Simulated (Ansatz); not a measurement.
A made-up structure of CHBCl, doublet:

```csv
atom,x (Å),y (Å),z (Å)
C1,-0.4679,0.5472,-0.4083
B2,0.2943,-0.3441,0.2563
Cl3,1.2462,-1.4569,1.0858
H4,0.6080,-1.2124,-0.4294
```

It is relaxed with PBE-D4/def2-SVP and then PBE0-D4/def2-TZVP (Ansatz 0.2.0). Atoms count as bonded within 1.22 times the sum of their covalent radii (H–H: 0.88 Å). The end point is not checked to be a true minimum.

(1) Does its bonding change? (A judgement: the text doesn't fix the answer.)

Results:

(1) By the calculation: Yes. Formed: C1–H4; broken: B2–H4.

Where it ends: The first stage lowers the energy by 4.36 eV in 15 steps. It ends as CHBCl ([CH][B][Cl]):
```xyz
4
angstrom
C 0.0587 -0.4024 -0.5870
B 0.6475 -0.7519 0.5741
Cl 1.3839 -1.1905 2.0225
H -0.4096 -0.1214 -1.5051
```

Labels in which every atom is bracketed show which atoms are joined, not bond orders.

For scale, one of the runs: PBE0-D4/def2-TZVP relaxation, 105 basis functions, launched by `ansatz run in.yaml --threads 2 --pin off --events-out ev --progress --plain --max-ram 4352MiB`. The run took about 110 s on 2 CPU threads of an Arm Neoverse V2 (shared host).
